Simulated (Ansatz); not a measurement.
Geometry optimisation, UKS PBE-D4/def2-SVP in Ansatz.

Input file:

```yaml
crystal:
  periodic: [false, false, false]
  atoms:
    - { symbol: C, position_ang: [-1.0579, 0.4752, -0.9416] }
    - { symbol: C, position_ang: [0.0713, 0.4509, -0.4127] }
    - { symbol: C, position_ang: [0.4359, -0.5, 0.6512] }
    - { symbol: H, position_ang: [-2.0008, 0.5844, -1.4001] }
    - { symbol: H, position_ang: [0.8445, 1.1323, -0.7778] }
    - { symbol: H, position_ang: [0.7992, 0.0649, 1.5495] }
    - { symbol: H, position_ang: [1.3228, -1.1284, 0.3267] }
    - { symbol: H, position_ang: [-0.3228, -1.1365, 0.949] }
magnetization:
  spin_polarized: true
  initial_magnetization: 1
basis:
  gaussian: { orbitals: def2-SVP }
hamiltonian:
  xc: pbe
  dispersion: d4
relax:
  f_tol: 0.02
  max_steps: 50
```

Command:

```bash
$ ansatz run input.yaml --threads 2 --pin off --max-ram 3072MiB --backend cpu --events-out ev --progress --plain --runs-dir out
```

Q: Where does it end, and by what steps?

A: The run converged. The force dipped under the threshold on the way, but the program's further checks kept it going. After 10 steps the energy has fallen by 0.547 eV; H4 moved furthest, 0.42 Å.

| step | energy less start (eV) | largest force component (eV/Å) | accepted |
| --- | --- | --- | --- |
| 0 | 0.0000 | 4.065 | yes |
| 1 | -0.3441 | 1.169 | yes |
| 2 | -0.3353 | 0.929 | no |
| 3 | -0.3764 | 0.488 | yes |
| 4 | -0.4236 | 0.438 | yes |
| 5 | -0.5205 | 0.441 | yes |
| 6 | -0.4172 | 2.001 | no |
| 7 | -0.5418 | 0.132 | yes |
| 8 | -0.5466 | 0.018 | yes |
| 9 | -0.5467 | 0.032 | yes |
| 10 | -0.5469 | 0.008 | yes |

```xyz
8
Properties=species:S:1:pos:R:3
C -1.261 0.345 -0.879
C -0.032 0.367 -0.387
C 0.518 -0.519 0.701
H -1.839 0.882 -1.642
H 0.683 1.110 -0.811
H 0.884 0.088 1.556
H 1.387 -1.104 0.331
H -0.247 -1.226 1.075
```

Time of the run: 8.3 s on 2 threads of Intel(R) Xeon(R) 6975P-C (Granite Rapids), with other jobs on the host, peak memory 0.14 GiB.
